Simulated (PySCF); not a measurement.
Work out the structure from these simulated measurements.

Elements present: C and S. Monoisotopic mass: 79.9721 u; triplet state.

* EPR couplings: largest isotropic hyperfine couplings (means over sets of like nuclei): 13C +18.7, 13C -13.7, 13C -10.0, 33S +9.0, 13C +2.6 MHz [unrestricted B3LYP/IGLO-III, mean-field spin–orbit]
* EPR g: 2.00388 [unrestricted B3LYP/IGLO-III, mean-field spin–orbit]
* Dipole: 4.26 D [PBE0-D3(BJ)/def2-SVP]
* Zero-field splitting: 3.581 cm⁻¹ [unrestricted B3LYP/IGLO-III, mean-field spin–orbit]
* Rotational structure: rotational constant B (linear): 1.505 GHz [PBE0-D3(BJ)/def2-SVP]

Gas-phase values; electronic properties from PySCF, density fitting. Levels stand in brackets. Isolated species at its PBE0-D3(BJ)/def2-SVP geometry, gas phase.

Problem. Which formula fits the mass and the elements?

Solution. C4S (calculated 79.9721). No other formula that holds each of these elements comes within 0.0003 u with a fitting electron parity and a possible valence count.

Problem. Propose a structure and show how it fits.

Solution. Numbering: `[C:1]=[C:2]=[C:3]=[C:4]=[S:5]`. The optimised geometry has point group C∞v and is a linear rotor. The largest Mulliken spin population (0.72) sits on a carbon bonded to C [C1]. The couplings belong to: 13C +18.7 MHz, carbon bonded to C [C1]; 13C -13.7 MHz, carbon bonded to 2 C [C2]; 13C -10.0 MHz, carbon bonded to C and S [C4]; 33S +9.0 MHz, sulfur bonded to C [S5]; 13C +2.6 MHz, carbon bonded to 2 C [C3]. Structure: tetracarbon monosulfide (`[C]=C=C=C=S`) [triplet]. The assignments are read from this structure; whether some other isomer fits the data as well wasn't checked.
